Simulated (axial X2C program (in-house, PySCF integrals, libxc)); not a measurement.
**Levels of SiCl by electron attachment to SiCl⁺ (EOM-EA-CCSD)**

Computed with an axial X2C code built on PySCF integrals: two-component X2C with atomic mean-field Coulomb and Gaunt terms, Gaussian nuclei, basis Cl dyall-av3z, Si dyall-av3z with contracted cores.

R = 2.267 Å (1.090 times 2.080 Å, the PBE0 minimum at charge 0 for the lowest determinant).

Levels of SiCl obtained by attaching an electron to SiCl⁺:

```tsv
Ω	binding energy (eV)	above lowest (cm⁻¹)	attached spinor	one-particle weight
1/2	7.804	0	84% Si pπ, 6% Cl dπ	0.95
3/2	7.778	211	84% Si pπ, 6% Cl dπ	0.95
1/2	5.084	21938	51% Si pσ, 19% Si dσ, 13% Cl pσ	0.95
1/2	3.101	37933	83% Si sσ	0.98
3/2	2.124	45817	89% Si pπ, 7% Cl pπ	0.99
1/2	2.122	45826	91% Si pπ, 6% Cl pπ	0.99
```

(1) What is the splitting of the first π pair in the table, and is it regular or inverted?

This point took 18 s on 1 thread of Intel(R) Xeon(R) Processor @ 2.30GHz (shared host).

Reference electrons by ω block (each with its −ω partner): 1/2: 12, 3/2: 3. 10 electrons of SiCl⁺ correlated (inner shells frozen), 92 natural virtual spinors (a truncated set); levels can be off by some tenths of an eV. Roots sought by Ω: (1/2: 5, 3/2: 4, 5/2: 2, 7/2: 1); rows need 60 % one-particle weight and stop where some Ω has no more roots. Missing are any skipped roots, higher Ω and states of a further excitation; these come out far too high here and may in truth be low or lowest. T1 of the reference 0.027 (Lee–Taylor). The reference was not checked to be the lowest state of its species. Number of frozen shells: Cl 2 s, 1 p; Si 2 s, 1 p. Large amplitudes in the reference (orbital relaxation or multireference character) lower the reliability.

Results:

(1) E(3/2) − E(1/2) = 211 − 0 = 211 cm⁻¹ at EOM-EA-CCSD: regular, Ω = 1/2 lower. Splittings at this level can be off by ten to twenty per cent.
